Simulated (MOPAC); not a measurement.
MOPAC input (PM3):

```
PM3 1SCF CHARGE=-1 GEO-OK AUX(PRECISION=9) THREADS=1
C2H5

C     0.00340085 1    0.10411341 1    0.84463058 1
C    -0.00316901 1    0.02839917 1   -0.68472531 1
H    -0.87168362 1   -0.45775013 1    1.22954120 1
H     0.88597729 1   -0.45133029 1    1.22167274 1
H    -0.00176189 1   -0.97997600 1   -1.19312952 1
H    -0.88238004 1    0.54379300 1   -1.10483906 1
H     0.86845721 1    0.55018792 1   -1.11267697 1
```

Output:

```
 *******************************************************************************
 **                                                                           **
 **                              MOPAC v23.2.5                                **
 **                                                                           **
 *******************************************************************************
 ** MOPAC's Digital Object Identifier: https://doi.org/10.5281/zenodo.6511958 **
 **                                                                           **
 ** Please cite the open-source release paper for use of this MOPAC version:  **
 ** J. E. Moussa and J. J. P. Stewart (2026)                                  **
 ** MOPAC: An open-source semiempirical molecular orbital program             **
 ** J. Open Source Softw., 11(119), 8025, https://doi.org/10.21105/joss.08025 **
 *******************************************************************************

                              PM3 CALCULATION RESULTS

 *******************************************************************************
 *  PM3        - The PM3 Hamiltonian to be used
 *  GEO-OK     - OVERRIDE INTERATOMIC DISTANCE AND OTHER SAFETY CHECKS
 *
 *
 *
 *                 CHARGE ON SYSTEM = -1
 *
 *
 *
 *  1SCF       - DO 1 SCF AND THEN STOP
 *  AUX        - OUTPUT AUXILIARY INFORMATION
 *******************************************************************************
PM3 1SCF CHARGE=-1 GEO-OK AUX(PRECISION=9) THREADS=1
 C2H5

   ATOM   CHEMICAL          X               Y               Z
  NUMBER   SYMBOL      (ANGSTROMS)     (ANGSTROMS)     (ANGSTROMS)

     1       C          0.00340085  *   0.10411341  *   0.84463058  *
     2       C         -0.00316901  *   0.02839917  *  -0.68472531  *
     3       H         -0.87168362  *  -0.45775013  *   1.22954120  *
     4       H          0.88597729  *  -0.45133029  *   1.22167274  *
     5       H         -0.00176189  *  -0.97997600  *  -1.19312952  *
     6       H         -0.88238004  *   0.54379300  *  -1.10483906  *
     7       H          0.86845721  *   0.55018792  *  -1.11267697  *

          CARTESIAN COORDINATES

    NO.       ATOM           X           Y           Z

     1         C          0.0034      0.1041      0.8446
     2         C         -0.0032      0.0284     -0.6847
     3         H         -0.8717     -0.4578      1.2295
     4         H          0.8860     -0.4513      1.2217
     5         H         -0.0018     -0.9800     -1.1931
     6         H         -0.8824      0.5438     -1.1048
     7         H          0.8685      0.5502     -1.1127

  H: (PM3): J. J. P. STEWART, J. COMP. CHEM. 10, 209 (1989).
  C: (PM3): J. J. P. STEWART, J. COMP. CHEM. 10, 209 (1989).

           Empirical Formula: C2 H5  =     7 atoms

      MOLECULAR POINT GROUP   :   Cs

      RHF CALCULATION, NO. OF DOUBLY OCCUPIED LEVELS = 7

 -------------------------------------------------------------------------------
 PM3 1SCF CHARGE=-1 GEO-OK AUX(PRECISION=9) THREADS=1
 C2H5

     1SCF WAS SPECIFIED, SO BFGS WAS NOT USED
     SCF FIELD WAS ACHIEVED

                              PM3 CALCULATION
                                                       MOPAC v23.2.5 Linux

          FINAL HEAT OF FORMATION =         37.88803 KCAL/MOL =     158.52352 KJ/MOL

          COSMO AREA              =         75.08 SQUARE ANGSTROMS
          COSMO VOLUME            =         56.72 CUBIC ANGSTROMS

          IONIZATION POTENTIAL    =          0.044211 EV
          HOMO LUMO ENERGIES (EV) =         -0.044  9.960
          NO. OF FILLED LEVELS    =          7
          MOLECULAR WEIGHT        =         29.0615         POINT GROUP:  Cs

          MOLECULAR DIMENSIONS (Angstroms)

            Atom       Atom       Distance
            H     7    H     3     3.08707
            H     4    H     6     2.88700
            C     1    H     5     1.79972

          SCF CALCULATIONS        =          1

   ATOM   CHEMICAL          X               Y               Z
  NUMBER   SYMBOL      (ANGSTROMS)     (ANGSTROMS)     (ANGSTROMS)

     1       C          0.00340085  *   0.10411341  *   0.84463058  *
     2       C         -0.00316901  *   0.02839917  *  -0.68472531  *
     3       H         -0.87168362  *  -0.45775013  *   1.22954120  *
     4       H          0.88597729  *  -0.45133029  *   1.22167274  *
     5       H         -0.00176189  *  -0.97997600  *  -1.19312952  *
     6       H         -0.88238004  *   0.54379300  *  -1.10483906  *
     7       H          0.86845721  *   0.55018792  *  -1.11267697  *

                             CARTESIAN COORDINATES

   1    C        0.003400850     0.104113410     0.844630580
   2    C       -0.003169010     0.028399170    -0.684725310
   3    H       -0.871683620    -0.457750130     1.229541200
   4    H        0.885977290    -0.451330290     1.221672740
   5    H       -0.001761890    -0.979976000    -1.193129520
   6    H       -0.882380040     0.543793000    -1.104839060
   7    H        0.868457210     0.550187920    -1.112676970

           Empirical Formula: C2 H5  =     7 atoms

      MOLECULAR POINT GROUP   :   Cs

                  EIGENVALUES
 -25.56444 -14.83565  -8.18474  -7.67393  -5.87994  -4.70014  -0.04421   9.96021
  10.43194  10.46669  11.87315  12.35330  12.47813

              NET ATOMIC CHARGES AND DIPOLE CONTRIBUTIONS

  ATOM NO.   TYPE          CHARGE      No. of ELECS.   s-Pop       p-Pop
    1          C          -0.782003        4.7820     1.39775     3.38425
    2          C           0.027475        3.9725     1.13789     2.83463
    3          H          -0.029229        1.0292     1.02923
    4          H          -0.029229        1.0292     1.02923
    5          H          -0.101940        1.1019     1.10194
    6          H          -0.042537        1.0425     1.04254
    7          H          -0.042537        1.0425     1.04254
 DIPOLE           X         Y         Z       TOTAL
 POINT-CHG.    -0.011     0.127    -2.412     2.416
 HYBRID         0.003    -1.751    -0.786     1.920
 SUM           -0.008    -1.624    -3.198     3.587

          ATOMIC ORBITAL ELECTRON POPULATIONS

     Atom    s        px        py        pz
    1  C   1.39775   0.92379   1.55083   0.90963
    2  C   1.13789   0.92473   0.89381   1.01609
    3  H   1.02923
    4  H   1.02923
    5  H   1.10194
    6  H   1.04254
    7  H   1.04254

 **********************
 *                    *
 * JOB ENDED NORMALLY *
 *                    *
 **********************

 == MOPAC DONE ==
```

The dipole moment of an ion depends on the origin.
